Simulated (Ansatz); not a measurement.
System: 1T (CdI2-type) HfS2. Method: PBEsol in Ansatz (PAW).

Run with plane-wave cutoff 500 eV, 12×12×6 k mesh (along the axes of the cell as run), gaussian smearing 0.02 eV, scalar-relativistic PAW data made under PBE.

Computed at the level's own relaxed cell.

### Question
Predict the equilibrium volume per atom, equilibrium lattice constant a and c axis length.

### Answer

equilibrium volume per atom: 22.15 Å³/atom
equilibrium lattice constant a: 3.592 Å
c axis length: 5.945 Å

Measured, for comparison: lattice constant a 3.635 Å (temperature not stated, no zero-point or thermal correction; as tabulated in Björkman (2014), arXiv:1406.2436); lattice parameter c 5.83 Å (temperature not stated, zero-point anharmonic expansion removed (computed with revB86b-DF2); no thermal correction; as tabulated in Björkman (2014), arXiv:1406.2436). Computed (rounded) less measured: lattice constant a -1.2 %, lattice parameter c +2.0 %. A static lattice is as a rule a little smaller and stiffer than an uncorrected measurement, which narrows the difference in the lattice constant a and would widen misses of the other sign.

Note: the cell comes from a level without a dispersion term, which matters for the spacing of layers, chains or molecules; the cell has widely spaced layers and the level no dispersion term, so their spacing and the moduli can rest on weak binding.

Spin–orbit coupling is not included.

Static lattice: no zero-point or thermal effects.

Computing time: around 120 core-seconds (rough).

Ansatz is a program for electronic structure.
